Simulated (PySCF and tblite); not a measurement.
Values are calculated unless marked as measured or tabulated.
**C3H7Cl, numbered as in [CH3:1][CH2:2][CH2:3][Cl:4]: conformational analysis**

The ensemble was built from 90 distance-geometry starts (ETKDG and KDG, MMFF94s, GFN2-xTB) and rests on PBE0-D3(BJ)/def2-SVP geometries. Weights use PBE0-D3(BJ)/def2-TZVP energies plus GFN2-xTB zero-point and thermal terms (modes under about 100 cm⁻¹ blended into free rotors). Symmetry numbers and mirror images are counted. Conformers within 4 kcal/mol (GFN2-xTB free energy) were kept, 5 at most. GIAO shieldings: PBE0/pcSseg-1. Shifts are against TMS (¹H), TMS (¹³C) at the same level. Codes: tblite and PySCF.

Torsions listed: C1–C2–C3–Cl4. Of a mirror pair one member is shown.

```
conformer  shape   symmetry  E(GFN2) kcal/mol  E(DFT) kcal/mol  G(298.15 K) kcal/mol  weight %  dipole D
        1   -63°  C1 (pair)              0.08             0.00                  0.00      71.0      2.05
        2   180°         Cs              0.00             0.18                  0.53      29.0      2.14
```

Weights (%) against temperature:

```csv
T (K),1,2,S(mix) cal/mol/K
150,76.7,23.3,2.13
200,74.0,26.0,2.16
250,72.2,27.8,2.17
298.15,71.0,29.0,2.17
400,69.4,30.6,2.18
```

Averaged shifts at 298.15 K. ¹H: 3.32 (H3, 2H), 1.52 (H2, 2H), 1.04 (H1, 3H) ppm. ¹³C: 52.0 (C3), 29.0 (C2), 12.9 (C1) ppm.

Coordinates of conformer 1 (Å):

```xyz
11

C     1.247    0.323    0.193
C     0.103   -0.452   -0.438
C    -1.273    0.038   -0.038
Cl   -1.575   -0.155    1.720
H     1.198    0.262    1.291
H     2.221   -0.076   -0.127
H     1.210    1.388   -0.086
H     0.183   -1.523   -0.189
H     0.160   -0.385   -1.539
H    -2.065   -0.524   -0.552
H    -1.403    1.107   -0.262
```

Shifts are unscaled: against experiment ¹³C can be off by 15 ppm or more and ¹H by 0.8 ppm.

Search and properties took 47 s on 1 thread of Intel Xeon Platinum 8259CL @ 2.50GHz, shared host (rough), launched as `OMP_NUM_THREADS=1 python ens_run.py task.json out`.
